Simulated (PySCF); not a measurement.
How well do the runs reproduce experiment for aziridine?

**Measured values to compare with.**

From NIST CCCBDB Release 22 (SRD 101), experimental dipoles, for the gas: dipole moment 1.89 ± 0.01 D.

The results are set against them at the end.

Aziridine, C2H5N.
Atom-mapped SMILES: `[CH2:1]1[CH2:2][NH:3]1` (hydrogens: H4, H5 on C1; H6, H7 on C2; H8 on N3)

Cartesian coordinates in Å at the PBE0-D3(BJ)/def2-SVP level; atoms count from 1:
```xyz
8
C2H5N angstrom
C      0.3356    0.6293   -0.3287
C      0.2091   -0.6846    0.3375
N     -0.8284   -0.2079   -0.5598
H      0.2360    1.5289    0.2899
H      1.0069    0.7486   -1.1861
H      0.7865   -1.5431   -0.0226
H      0.0205   -0.6938    1.4177
H     -1.6279    0.1370   -0.0316
```

Runs made with PySCF (gas phase, on this PBE0-D3(BJ)/def2-SVP geometry; no spin–orbit coupling):

| level | job | basis functions | wall time |
| --- | --- | --- | --- |
| B3LYP/def2-SVPD | 10 singlets by full TDDFT, 4 Tamm–Dancoff triplets, polarisability, ΔSCF ions | 100 | 7.1 s |
| CAM-B3LYP/def2-SVPD | 10 singlets by full TDDFT, 4 Tamm–Dancoff triplets, polarisability, ΔSCF ions | 100 | 8.5 s |
| PBE/def2-SVPD | 10 singlets by full TDDFT, 4 Tamm–Dancoff triplets, polarisability, ΔSCF ions | 100 | 9.3 s |
| B3LYP/6-31G-J | spin–spin couplings from 8 perturbed nuclei | 56 | 2.8 s |
| B3LYP/pcJ-2 | spin–spin couplings from 8 perturbed nuclei | 273 | 20 s |
| BHandHLYP/pcJ-1 | spin–spin couplings from 8 perturbed nuclei | 131 | 7.5 s |
| LDA/pcJ-1 | spin–spin couplings from 8 perturbed nuclei | 131 | 4.9 s |
| PBE/pcJ-1 | spin–spin couplings from 8 perturbed nuclei | 131 | 7.5 s |
| PBE0/pcJ-1 | spin–spin couplings from 8 perturbed nuclei | 131 | 6.8 s |
| B3LYP/6-31G* | spin–spin couplings from 8 perturbed nuclei | 52 | 2.8 s |
| B3LYP/cc-pVTZ | spin–spin couplings from 8 perturbed nuclei | 160 | 9.6 s |
| B3LYP/def2-TZVP | spin–spin couplings from 8 perturbed nuclei | 123 | 6.8 s |

Hardware: one thread, Arm Neoverse V1 (aarch64) (shared host).

All basis functions are spherical.

Results beside the measurements:

**Dipole moment.** Measured: 1.89 D (NIST CCCBDB Release 22 (SRD 101), experimental dipoles).

```tsv
level	computed (D)	computed − measured (D)	% (from the printed values)
B3LYP/def2-SVPD	1.66	-0.23	-12
CAM-B3LYP/def2-SVPD	1.72	-0.17	-9
PBE/def2-SVPD	1.59	-0.30	-16
B3LYP/6-31G-J	2.03	+0.14	+7
B3LYP/pcJ-2	1.70	-0.19	-10
BHandHLYP/pcJ-1	1.85	-0.04	-2
LDA/pcJ-1	1.76	-0.13	-7
PBE/pcJ-1	1.69	-0.20	-11
PBE0/pcJ-1	1.78	-0.11	-6
B3LYP/6-31G*	1.73	-0.16	-8
B3LYP/cc-pVTZ	1.61	-0.28	-15
B3LYP/def2-TZVP	1.67	-0.22	-12
```

12 of the 28 levels run are shown, the closest and the furthest among them. Closest is BHandHLYP/pcJ-1 (-0.04 D), furthest PBE/def2-SVPD (-0.30 D); one molecule doesn't rank methods. The computed dipoles belong to one fixed geometry; measured ones are averaged over vibrations unless marked μe. Magnitudes are compared, not signs.

The geometry is computed, not the measured one. Where a level misses, the cause wasn't examined.
